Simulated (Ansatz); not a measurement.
We consider spinel ZnSc₂S₄ (cell taken from a computed entry), described by LDA (plane waves, PAW; Ansatz, a program for electronic structure).

Numerical settings: plane-wave cutoff 520 eV, 6×6×6 k mesh, Fermi–Dirac smearing 0.01 eV, scalar-relativistic PAW data made under PBE.

Cell (relaxed with PBEsol):

```
CELL_PARAMETERS angstrom
      0.00000     5.19701     5.19701
      5.19701     0.00000     5.19701
      5.19701     5.19701     0.00000
ATOMIC_POSITIONS crystal
  Sc 0.62500 0.12500 0.12500
  Sc 0.12500 0.12500 0.62500
  Sc 0.12500 0.62500 0.12500
  Sc 0.12500 0.12500 0.12500
  Zn 0.75000 0.75000 0.75000
  Zn 0.50000 0.50000 0.50000
  S  0.36170 0.87943 0.87943
  S  0.37057 0.37057 0.88830
  S  0.87943 0.36170 0.87943
  S  0.37057 0.37057 0.37057
  S  0.87943 0.87943 0.87943
  S  0.37057 0.88830 0.37057
  S  0.87943 0.87943 0.36170
  S  0.88830 0.37057 0.37057
```

Estimate the band gap that the calculation returns.


* **band gap**: 0.30 eV (direct)

Note: cell and atoms aren't relaxed at this level (pressure -2.6 GPa).

Computing time: around 50 core-seconds (rough).
